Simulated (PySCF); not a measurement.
## Shapes and spin states of S₂H₂

Method: PBE0/[S def2-TZVP, H def2-TZVP], no relativity, density fitting, PySCF.

Relaxations began from a few typed shapes and spin states; open shells are unrestricted. The search is not exhaustive: other isomers or separated fragments can lie lower, and high-lying points may rest on an excited occupation.

Q: Order these stationary points by electronic energy, lowest first, in kJ/mol from the lowest minimum.
A. singlet D2h: S–H 1.547 Å (×4); H–S–H 78.7° (×2), S–H–S 101.3° (×2)
B. singlet C2: S–H 1.347 Å (×2), S–S 2.046 Å; H–S–S 98.6° (×2)
C. triplet C2v: S–H 1.342 Å (×2), S–S 2.517 Å; H–S–S 89.5° (×2)
D. triplet D2h: S–H 1.773 Å (×2), S–S 2.007 Å; H–S–H 111.1°, H–S–S 55.5° (×2)
E. singlet C2v: S–H 1.340 Å (×2), S–S 2.107 Å; H–S–S 96.7° (×2)
F. triplet D∞h: S–H 1.361 Å (×2), S–S 2.535 Å; H–S–S 180.0° (×2)
G. singlet C2h: S–H 1.342 Å (×2), S–S 2.096 Å; H–S–S 92.9° (×2)
H. singlet D∞h: S–H 1.360 Å (×2), S–S 2.565 Å; H–S–S 180.0° (×2)

A: B (0.0), G (26.7), E (36.8), C (218.3), A (300.4), F (308.3), H (405.2), D (484.1).

Q: Which of them are minima?

A: By energy in kJ/mol, 0.0: minimum; 26.7: saddle point, 1 imaginary mode; 36.8: saddle point, 1 imaginary mode; 218.3: minimum; 300.4: saddle point, 2 imaginary modes; 308.3: saddle point, 2 imaginary modes; 405.2: saddle point, 2 imaginary modes; 484.1: saddle point, 3 imaginary modes.

Starts that fell apart ended at 309 kJ/mol on the same scale (coarser grid).

The electron or spin density has lower symmetry than the nuclear frame for the singlet D∞h at 405.2 kJ/mol.
